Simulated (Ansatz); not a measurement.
# SiNH₄ (doublet): trial inputs and their diagnosis at a displaced geometry (v1)

3 inputs are run for SiNH₄ (doublet) as typed; the log has to tell whether the result can be used and what must change.

Computed with Ansatz 0.2.0, Gaussian basis. Level: the settings change from run to run.

21 further runs of the same task are left out: 1 for a known fault of the program, 11 that didn't finish, 9 set aside as unsound or not needed.

### Step 1. The geometry

The geometry is a PBE0/def2-TZVP stationary point (not a proven minimum) with its atoms shifted at random (size 0.040 Å).

6 atoms, charge 0, spin multiplicity 2.

Atoms are counted from 1 here; the program's logs count them from 0.

Bond lengths: Si1–N2 1.736 Å, Si1–H3 1.462 Å, Si1–H4 1.444 Å, N2–H5 1.057 Å, N2–H6 1.030 Å. Angles: N2–Si1–H3 104.8°, N2–Si1–H4 107.6°, H3–Si1–H4 110.9°, Si1–N2–H5 122.1°, Si1–N2–H6 120.2°, H5–N2–H6 104.4°.

### Step 2. Attempt 1

The input, in.yaml:

```yaml
crystal:
  periodic: [false, false, false]
  atoms:
    - {symbol: Si, position_ang: [-0.087319, 0.004824, 0.602887]}
    - {symbol: N, position_ang: [0.115276, -0.011318, -1.121367]}
    - {symbol: H, position_ang: [0.629615, -1.178832, 1.074804]}
    - {symbol: H, position_ang: [0.526838, 1.212002, 1.104607]}
    - {symbol: H, position_ang: [-0.194504, -0.828716, -1.716328]}
    - {symbol: H, position_ang: [-0.130794, 0.818411, -1.679143]}
basis:
  gaussian: {orbitals: "6-31G*"}
magnetization: {spin_polarized: false, initial_magnetization: 1}
hamiltonian: {xc: pbe}
correlation: {method: fic_mrcisd_q, electrons: outside_noble_gas, active_space: {window: {electrons: 3, orbitals: 3}}}
scf: {lower_state_search: off}
```

On the command line:

```
$ ansatz run in.yaml --threads 1 --pin off --events-out ev --progress --plain --max-ram 2393MiB
```

Log:

```text
Error: invalid value for `correlation.active_space`: it starts from restricted Hartree–Fock orbitals; set hamiltonian.xc: hf without magnetization.spin_polarized
```

Wall time 0.03 s (1 thread of Arm Neoverse V1, shared host).

What is wrong: The run was refused. An active space is asked on a functional's orbitals. Cure: start from Hartree-Fock.

### Step 3. Attempt 2

The input, in.yaml:

```yaml
crystal:
  periodic: [false, false, false]
  atoms:
    - {symbol: Si, position_ang: [-0.087319, 0.004824, 0.602887]}
    - {symbol: N, position_ang: [0.115276, -0.011318, -1.121367]}
    - {symbol: H, position_ang: [0.629615, -1.178832, 1.074804]}
    - {symbol: H, position_ang: [0.526838, 1.212002, 1.104607]}
    - {symbol: H, position_ang: [-0.194504, -0.828716, -1.716328]}
    - {symbol: H, position_ang: [-0.130794, 0.818411, -1.679143]}
basis:
  gaussian: {orbitals: def2-mTZVP}
magnetization: {spin_polarized: false, initial_magnetization: 1}
correlation: {method: mp4, electrons: all}
```

Same command.

Log:

```text
Error: YAML parse error: error: line 13 column 23: unknown variant `mp4`, expected one of mp2, rpa, ccsd, ccsd_t, bccd, bccd_t, ccsdt, ccsdt_q, ccsdt_q_b, ccsdtq, fci, sc_nevpt2, fic_nevpt4_sd, fic_mrcisd_q, fic_mrcisd_q_relaxed
  --> <input>:13:23
   |
11 |   gaussian: {orbitals: def2-mTZVP}
12 | magnetization: {spin_polarized: false, initial_magnetization: 1}
13 | correlation: {method: mp4, electrons: all}
   |                       ^ unknown variant `mp4`, expected one of mp2, rpa, ccsd, ccsd_t, bccd, bccd_t, ccsdt, ccsdt_q, ccsdt_q_b, ccsdtq, fci, sc_nevpt2, fic_nevpt4_sd, fic_mrcisd_q, fic_mrcisd_q_relaxed
```

Run time: 0.03 s. Hardware: 1 thread of Arm Neoverse V1, shared host.

**Diagnosis.** The run was refused. The method's name isn't one that the program knows. Cure: name one from the list in the message.

### Step 4. Attempt 3

The input, in.yaml:

```yaml
crystal:
  periodic: [false, false, false]
  atoms:
    - {symbol: Si, position_ang: [-0.087319, 0.004824, 0.602887]}
    - {symbol: N, position_ang: [0.115276, -0.011318, -1.121367]}
    - {symbol: H, position_ang: [0.629615, -1.178832, 1.074804]}
    - {symbol: H, position_ang: [0.526838, 1.212002, 1.104607]}
    - {symbol: H, position_ang: [-0.194504, -0.828716, -1.716328]}
    - {symbol: H, position_ang: [-0.130794, 0.818411, -1.679143]}
basis:
  gaussian: {orbitals: cc-pVDZ}
magnetization: {spin_polarized: false, initial_magnetization: 1}
correlation: {method: fic_mrcisd_q, electrons: outside_noble_gas, active_space: {window: {electrons: 3, orbitals: 3}, states: [{multiplicity: 2, weights: [1, 1, 1, 1, 1, 1, 1, 1, 1, 1, 1, 1, 1, 1, 1, 1, 1, 1, 1, 1, 1, 1, 1, 1, 1, 1, 1, 1, 1, 1]}]}}
```

Same command.

Log:

```text
Functional definition: HF
  name "HF"
  cite "Fock, Z. Phys. 61, 126 (1930) doi:10.1007/BF01340294"
  parent pbe
  exchange = exact_x
  correlation = 0
1014 factors; integrals over basis functions are off by at most 1.8e-7 eV
mean field evaluation 1: about -9404.5103 eV, gradient 2.6e1 eV
mean field evaluation 2: about -9404.5129 eV, gradient 2.6e1 eV
mean field evaluation 4: about -9406.3741 eV, gradient 3.0e0 eV
mean field evaluation 8: about -9406.4254 eV, gradient 6.8e-4 eV
mean field -9406.42538019 eV, -345.6797568180 hartree, gradient 1.8e-6 eV, S^2 0.750000; 0 other end points of the search recorded, 0 dependent functions left out
reference -9406.42538019 eV, -345.6797568180 hartree; 13, 12 occupied and 39, 40 virtual orbitals, 1014 factors
Error: 30 states are sought, and the space of determinants holds 8 states of this symmetry and spin
```

Run time: 0.66 s. Hardware: 1 thread of Arm Neoverse V1, shared host.

**Diagnosis.** The run stopped with an error. The list of states asked for (weights, spin or count) can't be met. Cure: mend what the message names.

### Step 5. Summary

| attempt | level | ended | cause | time |
| --- | --- | --- | --- | --- |
| 1 | MRCISD+Q(3,3)/6-31G* | refused | an active space is asked on a functional's orbitals | 0.03 s |
| 2 | 'mp4'/def2-mTZVP | refused | the method's name isn't one that the program knows | 0.03 s |
| 3 | MRCISD+Q(3,3)/cc-pVDZ | stopped by an error | the list of states asked for (weights, spin or count) can't be met | 0.66 s |

2 refused, 1 stopped by an error.
